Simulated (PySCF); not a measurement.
An unknown is described by computed data only.

Formula: C3H3F2N.

- UV, first state: lowest singlet excitation: 7.23 eV (171 nm, f = 0.001) [TDDFT PBE0/def2-SVPD]
- 1H NMR: chemical shifts (computed TMS as zero) by class: 5.20 (1 H), 4.60 (1 H), 4.41 (1 H) ppm [GIAO B97-2/pcSseg-2]
- Triplet: lowest triplet excitation (Tamm–Dancoff): 6.06 eV [TDA PBE0/def2-SVPD]
- UV, strongest line: among the 10 lowest singlet transitions: S9 at 9.45 eV (131 nm, f = 0.056) [TDDFT PBE0/def2-SVPD]
- Polarisability: 42.0 au [PBE0/def2-SVPD]
- Rotational structure: rotational constants A, B, C: 7.350, 2.258, 1.820 GHz [PBE0-D3(BJ)/def2-SVP]
- NMR, other nuclei: isotropic shieldings of nuclei other than C and H, by class: -52 (1 N), 390 (1 F), 416 (1 F) ppm [GIAO B97-2/pcSseg-2]
- 13C NMR: chemical shifts (computed TMS as zero) by class: 118.7 (1 C), 86.2 (1 C), 82.1 (1 C) ppm [GIAO B97-2/pcSseg-2]

Electronic properties: PySCF, gas phase, density fitting. Levels stand in brackets. One conformer (not necessarily the lowest) at the PBE0-D3(BJ)/def2-SVP geometry, without solvent, vibrations or thermal averaging. NMR values are class means; diastereotopic atoms form classes of their own.

Q: Give a SMILES that accounts for the data.

A: Numbering: `[N:1]#[C:2][C@@H:3]([F:4])[CH2:5][F:6]`. Its formula, C3H3F2N, gives 2 degrees of unsaturation: 0 rings and 2 π bonds in the structure found. 3 carbons fall into 3 classes; from least to most shielded: nitrile carbon [C2] (118.7 ppm), sp3 C–F carbon [C5] (86.2 ppm), sp3 C–F carbon [C3] (82.1 ppm). Hydrogen classes from least to most shielded: 1 H on an sp3 C–F carbon, C3 (5.20 ppm), 1 H on an sp3 C–F carbon, C5 (4.60 ppm), 1 H on an sp3 C–F carbon, C5 (4.41 ppm). The other shieldings belong to: -52 ppm, nitrile nitrogen [N1]; 390 ppm, alkyl fluorine [F4]; 416 ppm, alkyl fluorine [F6]. S1 is mainly HOMO→LUMO (weight 0.85); the largest Löwdin shares of the orbital it empties are 0.31 on the nitrile nitrogen, 0.21 on the nitrile carbon, 0.12 on an sp3 C–F carbon and 0.10 on an sp3 C–F carbon, of the orbital it fills 0.33 on the nitrile nitrogen, 0.28 on the nitrile carbon, 0.14 on an sp3 C–F carbon and 0.12 on an alkyl fluorine. The optimised geometry has point group C1 and is an asymmetric top. Structure: `N#C[C@@H](F)CF`. Computed isomers that give other values at the same levels: `FC(F)C1=NC1` (smallest rotational constant: 2.285 GHz; this holds for the one conformer computed); `N#CCC(F)F` (rotational constant A: 8.867 GHz; this holds for the one conformer computed); `CC(F)(F)C#N` (rotational constant A: 5.234 GHz; this holds for the one conformer computed). The assignments are read from this structure; whether some other isomer fits the data as well wasn't checked. The mirror image fits equally.

Shape of the structure used: `[N:1]#[C:2][C@@H:3]([F:4])[CH2:5][F:6]`: C2–C3–C5–F6 170°.
